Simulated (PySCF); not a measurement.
Gas-phase reaction: F2 + 2 CH3CF3 + C2F4 ⇌ 6 CHF2

Computed with PySCF and rigid-rotor harmonic-oscillator thermochemistry at 1 bar. † marks an energy on the PBE0/def2-TZVP geometry and frequencies; other levels use their own. MP2 and CCSD(T) freeze the core. 6-31G* has spherical d functions here. Open shells (unrestricted): CHF2 (multiplicity 2); the rest are closed-shell singlets. B3LYP is the form with VWN-RPA correlation. CHF2: computed as isolated molecules; such fragments, hydroxides, amides, oligomers or adducts are transient or little studied in the gas. MP2 isn't extrapolated to the basis-set limit. CCSD(T) isn't extrapolated to the basis-set limit.

B3LYP/6-31G* gives ΔH°(298 K) = 698 kJ.

### Question
What do MP2/def2-TZVPP†, CCSD(T)/def2-TZVPP†, PBE/def2-SVP give?

### Answer
MP2/def2-TZVPP†: 712 kJ; CCSD(T)/def2-TZVPP†: 699 kJ; PBE/def2-SVP: 716 kJ. For scale, ΔH°(298 K) is 698 kJ at this level, 722 kJ at ωB97M-V/def2-TZVP†, and runs from 303 to 985 kJ over the 20 levels computed († marks an energy on the PBE0/def2-TZVP geometry).
